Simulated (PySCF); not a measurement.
**Electron affinity of S by level of theory**

S- [Ne] 3s2 3p5 (2P) → S [Ne] 3s2 3p4 (3P), as a difference of total energies. All numbers are calculated (PySCF 2.14, scalar relativity by spin-free X2C-1e, in x2c-TZVPPall with one added diffuse shell each of s, p, d type (6s6p4d1f, 51 functions)). Correlated levels: valence: [Ne] frozen. The calculations carry no spin-orbit coupling.

```tsv
method	electron affinity (eV)
UHF	0.874
MP2 (valence)	1.876
SCS-MP2 (valence)	1.871
CCSD (valence)	1.809
CCSD(T) (valence)	1.883
```

Question: How much does correlation contribute at CCSD(T) (valence)?

Answer: 1.883 − (0.874) = 1.009 eV, measured against UHF.

Errors of the correlated levels include the incompleteness of this basis and the frozen core.

For comparison: 2.077 eV (measured; photodetachment measurements, as compiled on the Wikipedia data page of electron affinities).
